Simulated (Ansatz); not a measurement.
Working through a ranking of conformers of C2H2F4, SMILES FC(F)C(F)F

With the Python package of Ansatz (0.2.0).

Typed at the interpreter:
```pycon
>>> from dataclasses import dataclass
>>> import ansatz as az
>>> from rdkit import Chem
>>> from rdkit.Chem import AllChem
>>> @dataclass
... class Options:
...     basis_set: str = "6-31G*"
...     xc: str = "hf"
...
>>> cfg = Options()
>>> rd = Chem.AddHs(Chem.MolFromSmiles("FC(F)C(F)F"))
>>> ids = list(AllChem.EmbedMultipleConfs(rd, numConfs=20, randomSeed=982, pruneRmsThresh=0.4))
>>> field = [energy for _, energy in AllChem.MMFFOptimizeMoleculeConfs(rd)]
>>> distinct = {round(e, 2): i for i, e in zip(ids, field)}
>>> chosen = sorted(distinct.items())[:4]
>>> found = []
>>> for force_field, index in chosen:
...     c2h2f4 = az.Crystal.molecule()
...     for atom, xyz in zip(rd.GetAtoms(), rd.GetConformer(index).GetPositions()):
...         c2h2f4 = c2h2f4.atom(atom.GetSymbol(), xyz.round(5).tolist())
...     model = c2h2f4.calculation().basis(gaussian=cfg.basis_set).functional(cfg.xc)
...     found.append(model.run(threads=1, pin="off").report["free_energy_ev"])
...
>>> print("conformer   MMFF (kcal/mol)   this level (eV)")
conformer   MMFF (kcal/mol)   this level (eV)
>>> for (force_field, index), e in zip(chosen, found):
...     print(f"{index:9d} {force_field - chosen[0][0]:17.2f} {(e - min(found)):17.3f}")
...
        2              0.00             0.074
        0              0.10             0.000
```

The conformers keep their force-field geometries. Timing: 1.8 s on 1 thread of Arm Neoverse V1, with other jobs on the host, peak memory 0.27 GiB.
